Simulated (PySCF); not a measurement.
formic acid (CH2O2), SMILES O=CO. Geometry optimised at PBE0-D3(BJ)/def2-TZVP. Other conformers were not sampled.

Computed equilibrium geometry at PBE0-D3(BJ)/def2-TZVP (PySCF confirms it by a frequency run) as bond lengths and angles, and its point group (one conformer of several):
point group Cs.
Atoms: O1 C2 O3 H4 H5. Bonds (Å): O1–C2 1.335, O1–H4 0.969, C2–O3 1.194, C2–H5 1.099. Angles (°): C2–O1–H4 107.3, O1–C2–O3 125.1, O1–C2–H5 109.7, O3–C2–H5 125.1.
